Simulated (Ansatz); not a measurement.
# Scan of the N2–O3 bond length

N2O (SMILES N#[N+][O-]), singlet, at its PBE0-D4/def2-TZVP minimum:

```csv
atom,x (Å),y (Å),z (Å)
N1,-0.5117,1.0013,-0.1679
N2,-0.0084,0.0165,-0.0028
O3,0.5201,-1.0178,0.1707
```

The bond length N2–O3 (1.174 Å at the minimum) is set to the values below, with the rest relaxed at PBE0-D4/def2-TZVP at each step. Each method's energies count from its own value at the PBE0-D4 minimum structure. Ansatz 0.2.0; basis: def2-TZVPP; cores frozen in the correlated methods. B3LYP uses VWN-RPA correlation.

```csv
bond length (Å),CCSD(T) (kcal/mol),PBE-D4 (kcal/mol),PBE0-D4 (kcal/mol)
1.010,45.04,45.64,40.61
1.045,26.24,26.65,22.80
1.095,9.55,9.73,7.48
1.154,0.95,0.97,0.42
1.220,0.60,0.65,1.75
1.291,6.64,7.03,9.52
1.366,16.57,17.77,21.22
1.444,28.17,30.75,34.55
1.527,40.16,44.82,48.29
```

Minimum and curvature along this coordinate at CCSD(T): A fifth-order fit through the nearest points gives 1.189 Å, with a curvature of about 74 eV/Å².

Largest difference from the CCSD(T) curve over the scan: r2SCAN-D4 6.96; B3LYP-D4 2.48; wB97M-V 2.74; HF 10.37 kcal/mol. Each curve counts from its own value at the minimum.

No T1 diagnostic of these runs exceeds 0.032. The T1 diagnostic is large here, which may signal multireference character or strong orbital relaxation, so CCSD(T) is less sure.

For scale, one of the runs: CCSD(T)/def2-TZVPP, 93 basis functions (an equivalent command: `ansatz run in.yaml --threads 2`). Hardware: 2 CPU threads, shared host. Wall time about 1.2 s.
